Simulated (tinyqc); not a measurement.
Inside a calculation. Method: geometry optimisation on the UHF/sto-3g surface (energies and gradients from PySCF), for BH2, spin multiplicity 2. One step of it, computed by the program tinyqc.

Problem. Step 1: move. Steepest descent, p = -g / 0.6; steps longer than 0.3 bohr are cut back.

positions at the start (bohr), order 1B, 2H, 3H:
```
[[-0.047243, -0.060471, -0.032125],
 [0.020787, 2.031456, 0.995886],
 [-0.051023, -2.129721, 1.118718]]
```

gradient (hartree/bohr), order 1B, 2H, 3H:
```
[[-0.00101321, 0.00734297, -0.03912271],
 [0.00119347, 0.03957516, 0.01625572],
 [-0.00018025, -0.04691813, 0.02286699]]
```

Give: positions after step 1.

Solution.

positions after step 1 (bohr), order 1B, 2H, 3H:
```
[[-0.046, -0.073, 0.033],
 [0.019, 1.965, 0.969],
 [-0.051, -2.052, 1.081]]
```
